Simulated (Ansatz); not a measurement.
Process, species as SMILES: C=CCl → [CH]=C (CH-CH2) + Cl atom
B3LYP-D3(BJ)/def2-TZVP geometries, fixed; electronic energies without zero-point terms.
Largest species:
```
C
C 1 1.3205
H 1 1.0805 2 123.94
H 2 1.0811 1 122.25 3 180.00
H 2 1.0820 4 118.23 1 180.00
Cl 1 1.7376 3 112.62 2 180.00
```

The bond dissociation energy at CCSD(T) with Ansatz (a first-principles code), in kcal/mol, split into its Hartree-Fock and correlation parts. Cores are frozen. An unrestricted Hartree-Fock determinant is markedly spin-contaminated. Open shells are unrestricted. No added dispersion term, no relativity. Functions are those of the species that has most.

| basis | X | functions | Hartree-Fock | CCSD(T) |
|---|---|---|---|---|
| cc-pV(D+d)Z | 2 | 66 | 60.03 | 90.33 |
| cc-pV(T+d)Z | 3 | 141 | 61.00 | 94.69 |
| cc-pV(Q+d)Z | 4 | 264 | 61.03 | 96.92 |

Worked estimate of the basis-set limit from each neighbouring pair, with Hartree-Fock from the larger set and the correlation part extrapolated as X^-3.
Correlation parts: X = 2: 30.30, X = 3: 33.69, X = 4: 35.89.
- (2,3): (27·(33.69) - 8·(30.30))/19 = 35.12; with Hartree-Fock 61.00 the estimate is 96.12 kcal/mol.
- (3,4): (64·(35.89) - 27·(33.69))/37 = 37.50; with Hartree-Fock 61.03 the estimate is 98.53 kcal/mol.
The last two estimates differ by 2.41 kcal/mol; the largest set lies 1.61 from the last. Over the last step Hartree-Fock moves by 0.03 and the correlation part by 2.20.
